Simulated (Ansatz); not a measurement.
Species: PH3 (charge +1, doublet). 
Structure (B3LYP-D3(BJ)/def2-TZVP (Ansatz, an electronic-structure program) minimum search):
```xyz
4

P      0.0003     0.0005     0.0631
H     -0.0303     1.3480    -0.3258
H      1.1823    -0.6530    -0.3165
H     -1.1569    -0.7025    -0.3040
```
Charge +1, spin multiplicity 2.

Basis-set convergence of Hartree-Fock and MP2 correlation energies (hartree) with Ansatz. Valence correlation only, unless marked. Open shells are spin-unrestricted. Spin-orbit coupling is left out. Non-relativistic.

| basis | functions | E(HF) | E(corr, MP2) |
|---|---|---|---|
| cc-pV(D+d)Z | 38 | -342.16067 | -0.10412 |
| cc-pV(T+d)Z | 81 | -342.17580 | -0.12993 |
| cc-pV(Q+d)Z | 154 | -342.17967 | -0.13931 |

Extrapolating the two largest sets (X = 3 and 4) as X^-3: E(corr) = (64·(-0.13931) - 27·(-0.12993))/37 = -0.1462 Eh, an estimate of the basis-set limit. The largest set recovers 95.3 % of it, the smallest 71.2 %.
